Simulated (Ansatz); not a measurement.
A nudged elastic band was laid between two geometries of C2H8Si (11 atoms, charge 0, multiplicity 1).

All numbers below come from RKS B3LYP-D4/def2-SVP in Ansatz 0.2.0.

* movable images: 5
* climbing image: yes
* spring: 5.0 eV/Å²
* optimiser: quadratic models (default)
* start path: through a guess of the saddle point
* force threshold: 0.05 eV/Å
* iteration limit: 60
* end points: relaxed

First end point:

```xyz
11
Properties=species:S:1:pos:R:3
C -0.836 1.077 -0.429
C -0.541 -0.411 -0.195
Si 1.168 -0.758 0.542
H -1.839 1.230 -0.859
H -0.108 1.529 -1.124
H -0.790 1.652 0.510
H -0.621 -0.974 -1.142
H -1.296 -0.852 0.481
H 1.315 -0.080 1.865
H 2.241 -0.246 -0.364
H 1.372 -2.225 0.736
```

Last end point:

```xyz
11
Properties=species:S:1:pos:R:3
C -0.819 1.077 -0.464
C -0.471 -0.411 -0.325
Si 1.107 -0.757 0.662
H -0.973 1.551 0.520
H -1.743 1.225 -1.047
H -0.017 1.636 -0.974
H -0.353 -0.874 -1.321
H -1.299 -0.957 0.162
H 0.987 -0.212 2.049
H 2.285 -0.110 0.009
H 1.361 -2.226 0.750
```

(1) What changes between the two ends?

(2) What energy profile does the band end with?

(3) What is the geometry of the highest image?

(4) What are the harmonic wavenumbers there?

Results:

(1) No bond is made or broken. The dihedral H5–C1–C2–Si3 goes from 60 to 180°. The two ends are copies of one structure, up to a mirror image or an exchange of like atoms.

(2) The forces met the threshold. The highest image is number 3 of 0 to 6, 2.7 kcal/mol above the ends, which have the same energy within 2 meV. A vibrational analysis at the climbing image gives one clearly imaginary mode, 231i cm⁻¹: a first-order saddle point.

```
image  path coordinate (Å)  energy (kcal/mol)  dihedral H5–C1–C2–Si3 (°)
    0                 0.00                0.0                         60
    1                 0.57                0.6                         79
    2                 1.13                2.0                        100
    3                 1.70                2.7                        120
    4                 2.27                2.0                        141
    5                 2.84                0.6                        161
    6                 3.40                0.0                        180
```

(3) 
```xyz
11
Properties=species:S:1:pos:R:3
C -0.820 1.085 -0.458
C -0.485 -0.417 -0.300
Si 1.119 -0.765 0.640
H -1.787 1.335 0.006
H -0.884 1.377 -1.517
H -0.069 1.748 0.005
H -0.405 -0.909 -1.284
H -1.298 -0.950 0.223
H 1.050 -0.184 2.016
H 2.280 -0.142 -0.065
H 1.363 -2.235 0.754
```

(4) 231i, 162, 232, 483, 597, 710, 794, 939, 953, 959, 993, 1001, 1053, 1215, 1229, 1402, 1441, 1476, 1476, 2211, 2211, 2214, 3028, 3038, 3078, 3095, 3120 cm⁻¹.

Run time: 90 s on 1 thread of AMD EPYC 7R43 64-Core Processor (Zen 3), on a shared host, peak memory 0.18 GiB.
